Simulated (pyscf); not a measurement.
Elementary routes open to H₃C–CH₂–ZnH + HCl in the gas phase (singlet surface):
A. H₃C–CH₃ + Cl–ZnH (C–Zn, Cl–H broken; C–H, Cl–Zn formed)
B. H₃C–CH₂–Zn–Cl + H₂ (H–Zn, Cl–H broken; Cl–Zn, H–H formed)

PySCF, gas phase, ωB97X-D3(BJ)/def2-SVP geometries.

**Question.** Rank the routes by free-energy barrier at 298 K, lowest first, for ωB97M-D3(BJ)/def2-TZVP energies (ideal gas, 1 atm, RRHO with modes under 100 cm⁻¹ raised to 100, one conformer, R ln 2 for chiral ones without a mode under 150 cm⁻¹).

**Answer.** B (14.7 kcal/mol), A (16.9 kcal/mol)

Route B is the fastest of these, ahead of the next by 2.2 kcal/mol. The most stable products are those of A (ΔG = -39.5 kcal/mol), whose barrier is 2.2 kcal/mol higher: the kinetic and the thermodynamic product differ. At 1200 K B is still the fastest. A: On the reactant side the descent ends in a complex, 4.2 kcal/mol under the separated species and 10.1 kcal/mol under the saddle at ωB97X-D3(BJ)/def2-TZVP. B: On the reactant side the descent ends in a complex, 4.8 kcal/mol under the separated species and 8.2 kcal/mol under the saddle at ωB97X-D3(BJ)/def2-TZVP. Only these routes are compared; each barrier is that of the saddle found, and lower ones may exist. Elements up to Kr have no core potential and no relativistic terms here.
